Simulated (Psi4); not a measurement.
**Exact exchange and the vertical ionisation energy of CH2AlN**

CH2AlN: 5 atoms, total charge 0, spin state singlet. As SMILES, `N#[C][AlH2]`. Geometry: relaxed at PBE0-D4/def2-TZVP.

The vertical ionisation energy (to the doublet cation) y, in eV, basis aug-cc-pVDZ; a is the functional's share of exact exchange. Programs: Psi4 1.11.

| functional | program | a | y (eV) |
| --- | --- | --- | --- |
| revPBE | Psi4 | 0 | 11.10 |
| TPSS | Psi4 | 0 | 11.21 |
| B3LYP | Psi4 | 0.2 | ? |
| PBE0 | Psi4 | 0.25 | 11.50 |
| BHLYP | Psi4 | 0.5 | 11.72 |

Fit y = c + s·a to the known rows and predict B3LYP.


1. Means of the 4 rows: a = 0.1875, y = 11.383.
2. Σ(Δa)² = 0.17188, Σ(Δa·Δy) = 0.19813, so the slope is 0.19813/0.17188 = 1.1527.
3. Intercept: 11.383 − (1.1527) × 0.1875 = 11.167. The largest residual of the fit is 0.067.
4. B3LYP: 11.167 + (1.1527) × 0.2 = 11.40 eV.

The run gave 11.48 eV, so the prediction is off by -0.08 eV, about the largest residual. The rows mix families of semi-local functionals, which the line can't see.
